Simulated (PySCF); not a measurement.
# EPR parameters of C4H3FN

Species: C4H3FN (doublet state).
Z-matrix (Å and degrees, GFN2-xTB geometry), rows numbered from 1:
```
F 
C   1  1.3222
C   2  1.3026  1  131.35
C   3  1.4930  2  124.87  1    -1.37
C   4  1.4539  3  120.13  2   152.65
N   5  1.2515  4   67.00  3   102.86
H   3  1.0791  2  119.25  1   179.80
H   4  1.0834  3  115.33  2    -3.94
H   5  1.0631  4  148.11  6  -178.46
```

The hyperfine couplings belong to this conformer and change with its torsions.

As a line formula: `F/[C]=C\[C@H]1C=N1` [radical].

Method used: UKS B3LYP, pcH-1 on C F H N, non-relativistic, mean-field spin-orbit, GIAO (PySCF). One conformer (not necessarily the lowest) at the GFN2-xTB geometry, without solvent, vibrations or thermal averaging. The geometry wasn't refined by DFT: couplings that depend on bond lengths, twists or pyramidal angles can differ widely from those at the functional's own minimum. The SCF solution wasn't tested for stability.

```json
{
 "g1, g2, g3": "2.00197, 2.00198, 2.00453",
 "g_iso": "2.00283",
 "Form of g": "close to axial: the two nearest values differ by under 1 % of g3 − g1",
 "⟨S²⟩": "0.7602 (exact 0.7500)",
 "α and β electrons": "22, 21",
 "HOMO–LUMO gap, α and β orbitals": "5.74, 3.95 eV",
 "Basis functions": "180"
}
```

Hyperfine couplings atom by atom, in mT; T1 to T3 are the principal values of the dipolar part; ρ(0) is the spin density at the nucleus (MHz turned into mT with g_iso):

| atom | isotope | a_iso | T1 | T2 | T3 | Mulliken spin population | ρ(0) (bohr⁻³) |
| --- | --- | --- | --- | --- | --- | --- | --- |
| F1 | 19F | 13.41 | -10.38 | -7.88 | 18.26 | 0.09 | 0.0893 |
| C2 | 13C | 20.12 | -2.84 | -1.82 | 4.66 | 0.95 | 0.5016 |
| C3 | 13C | 2.39 | -0.88 | -0.07 | 0.95 | -0.11 | 0.0597 |
| C4 | 13C | 2.27 | -0.20 | -0.17 | 0.38 | 0.06 | 0.0567 |
| C5 | 13C | -0.14 | -0.08 | 0.01 | 0.07 | 0.00 | -0.0035 |
| N6 | 14N | 0.03 | -0.06 | 0.00 | 0.07 | 0.00 | 0.0030 |
| H7 | 1H | 1.58 | -0.29 | -0.23 | 0.52 | 0.02 | 0.0099 |
| H8 | 1H | -0.06 | -0.15 | -0.04 | 0.19 | 0.00 | -0.0004 |
| H9 | 1H | -0.12 | -0.04 | -0.02 | 0.05 | 0.00 | -0.0008 |

The largest Mulliken spin populations are on C2 (+0.95), C3 (-0.11), F1 (+0.09) and C4 (+0.06). No atom but C2 exceeds +0.15. The positive populations add up to 1.12 and the negative ones to -0.12, together 2S = 1.

Under fast tumbling the dipolar parts average out, and these isotropic splittings remain: 1 × 19F (F1, I = 1/2, 2 lines) with 13.41 mT, 1 × 1H (H7, I = 1/2, 2 lines) with 1.58 mT, 1 × 1H (H9, I = 1/2, 2 lines) with 0.12 mT, 1 × 1H (H8, I = 1/2, 2 lines) with 0.06 mT and 1 × 14N (N6, I = 1, 3 lines) with 0.03 mT.

The 13C coupling of C2 (563.9 MHz) shows only in satellite lines or after enrichment, since that isotope makes up about 1.07 % of natural carbon.

β density exceeds α density at some nuclei, such as C5 (-0.0035), spin density in bohr⁻³. In a single determinant that takes different orbitals for the two spins, that is spin polarisation.

Hardware: an Intel Xeon Platinum 8259CL at 2.50 GHz with one thread, no GPU, on a shared host. Cost: 32 s wall (grids of density and orbitals included), 0.70 GiB resident at most.
